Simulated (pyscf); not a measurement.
PySCF, gas phase, ωB97X-D3(BJ)/def2-SVP geometries.

Q: For the elementary gas-phase step H₃C–GaH–CH₃ + hydrogen chloride (HCl) -> methane (CH₄) + H₃C–GaH–Cl (singlet surface; C–Ga, Cl–H broken, C–H, Cl–Ga formed), what barrier and reaction energy does ωB97M-D3(BJ)/def2-TZVP give, measured from the separated reactants?

A: ΔE‡ = 6.0 kcal/mol, ΔE = -37.3 kcal/mol. Zero-point energy shifts the barrier by +0.6 kcal/mol. It is a four-centre exchange, with an imaginary mode of 957i cm⁻¹. On the reactant side the descent ends in a complex, 6.5 kcal/mol under the separated species and 10.2 kcal/mol under the saddle at ωB97X-D3(BJ)/def2-TZVP. At ωB97X-D3(BJ)/def2-TZVP the barrier from the zero used here is 3.8 kcal/mol. One saddle was located; it need not be the lowest between these sides. Elements up to Kr have no core potential and no relativistic terms here.
